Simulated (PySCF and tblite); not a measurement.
Values are calculated unless marked as measured or tabulated.
System: C4H5ClS, numbered as in [CH2:1]=[C:2]([Cl:3])[C:4]([CH3:5])=[S:6].

Two runs for the rotation about the C2–C4 bond (torsion C1–C2–C4–C5 from -180° to 0°, rising) on the same B3LYP-D3(BJ)/def2-SVP geometries. The first, PBE0/pcSseg-1 + D3(BJ), gave a barrier of 4.4 kcal/mol. The second was started with:

```json
{"job": {"kind": "nmr", "xc": "PBE0", "basis": "pcSseg-1", "scf": {"conv": 0.001, "max_cycle": 60}, "pop": false}, "charge": 0, "multiplicity": 1}
```

```
final grid: 95184 points
cycle   1  E = -1013.1977420374  dE =  6.522e-01  |g| = 4.194e-01  |ddm| = 3.263e+00
cycle   2  E = -1013.0693096542  dE =  1.284e-01  |g| = 8.304e-01  |ddm| = 1.355e+00
cycle   3  E = -1013.2450117976  dE = -1.757e-01  |g| = 1.140e-01  |ddm| = 1.045e+00
cycle   4  E = -1013.2481480685  dE = -3.136e-03  |g| = 3.973e-02  |ddm| = 1.673e-01
cycle   5  E = -1013.2485419220  dE = -3.939e-04  |g| = 1.346e-02  |ddm| = 6.226e-02
converged SCF energy = -1013.2485419220

GIAO shielding tensors (ppm)
atom      isotropic    diamagn.    paramagn.     s11        s22        s33       span
  0 C       50.416     252.122    -201.706    -34.922     31.624    154.547    189.469
  1 C       28.903     256.259    -227.356    -73.278     70.856     89.132    162.410
  2 Cl     693.513    1147.630    -454.116    479.227    606.324    994.989    515.762
  3 C      -69.564     257.186    -326.751   -245.661    -88.534    125.502    371.163
```

**Question.** What is wrong with the second run, and what did it give?

**Answer.** Its fault: SCF threshold far too loose. It ran through; the barrier from its energies is 4.4 kcal/mol, off by 0.0.
